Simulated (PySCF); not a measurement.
# A search over the determinants of PH

Unrestricted PBE0; PySCF, no relativity, basis sets P pcseg-2, H pcseg-2. Outer shells of the fragments: P 3s2 3p3; H 1s1.

Followed along the bond (rough minima from three points):

```tsv
2Ms+1	unpaired	⟨S²⟩ at the start	R at minimum (Å)	Te (eV)
3	π ↑↑	2.01	1.43	0.00
1	π ↑↓	1.01	1.43	0.37
1	none	0.00	1.43	1.57
5	σ ↑↑, π ↑↑	6.00	none in the scan	≤ 6.36
```

Solutions found at the starting distance of 1.385 Å, counted from the lowest of them; the search is not exhaustive and high or unbound solutions are not listed, so other states can lie among these:

```tsv
2Ms+1	unpaired	term	E (eV)	⟨S²⟩	⟨Lz²⟩	μ (D)
3	π ↑↑	³Σ⁻	0.00	2.01	0.00	0.69
1	π ↑↓	mixed	0.37	1.01	2.02	0.67
1	none	mixed	1.57	0.00	2.00	0.69
3	σ ↑, π ↑	³Π	3.66	2.01	1.01	0.72
1	σ ↓, π ↑	mixed	4.13	1.02	1.01	0.94
3	σ ↑, π ↑	³Π	6.39	2.00	1.01	-1.02
1	σ ↓, π ↑	mixed	6.65	1.01	1.01	-1.33
5	σ ↑↑, π ↑↑	⁵Σ⁻	7.06	6.00	0.00	-0.48
3	σ ↑↑, π ↑↓	mixed	8.20	3.01	2.03	-0.49
1	σ ↓↓, π ↑↑	mixed	8.57	2.01	0.00	-0.78
```

A term symbol is given only where ⟨S²⟩ and ⟨Lz²⟩ are close to those of a pure state; real π, δ and φ orbitals otherwise mix terms. A positive dipole means P(−)H(+).

Counting both spins, an empty level lies below a filled one in some of these solutions, because spin and occupation are held.
